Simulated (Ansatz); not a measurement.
Two isomers of C4H6FN: A = `C=N/C=C/CF`, B = `C=C=C(F)CN`.

Calculated with Ansatz (gas phase, PBE0-D4/def2-TZVP geometries, no zero-point term in ΔE). CBS: MP2 limit from def2 TZ/QZ plus the TZ coupled-cluster correction, frozen cores. Functionals use def2-TZVPP. B3LYP here is the variant with VWN-RPA as its local correlation; programs differ in this. One conformer a species, not always the lowest.

A:

```xyz
12

C     1.1472    0.9048    2.1913
N     1.0309   -0.0219    1.3361
C     0.1253    0.1712    0.2976
C    -0.0411   -0.7624   -0.6346
C    -0.9743   -0.6604   -1.7804
F    -1.6698    0.5292   -1.7792
H     0.5713    1.8382    2.1460
H     1.8474    0.7829    3.0149
H    -0.4443    1.1021    0.2633
H     0.5429   -1.6760   -0.5681
H    -1.7062   -1.4777   -1.7567
H    -0.4292   -0.7301   -2.7302
```

B:

```xyz
12

C     2.480    0.152    0.554
C     1.221    0.445    0.421
C    -0.044    0.712    0.252
F    -0.629    1.696    0.959
C    -0.961    0.010   -0.690
N    -2.006   -0.696    0.031
H     2.820   -0.576    1.285
H     3.241    0.632   -0.056
H    -1.438    0.771   -1.319
H    -0.343   -0.616   -1.348
H    -1.623   -1.498    0.516
H    -2.717   -1.031   -0.606
```

Problem. Which isomer does CCSD(T)/CBS put lower? Give the gap. (Best estimate.)

Solution. Computed: A, by 15.0 kcal/mol.

Problem. Give E(B) − E(A) in kcal/mol with B3LYP-D4, B2PLYP, CCSD(T)/def2-TZVPP, PBE-D4, B3LYP, CCSD/def2-TZVPP, ωB97M-V. (Estimate.)

Solution. Computed: B3LYP-D4 15.2, B2PLYP 15.7, CCSD(T)/def2-TZVPP 15.7, PBE-D4 13.8, B3LYP 15.2, CCSD/def2-TZVPP 15.6, ωB97M-V 13.7. None reverses the order clearly.

Largest T1 diagnostic: 0.012.

In def2-TZVPP, CCSD(T) changes the Hartree–Fock value by −2.8 kcal/mol (the triples alone add +0.1 kcal/mol) and MP2 by −2.8 kcal/mol.
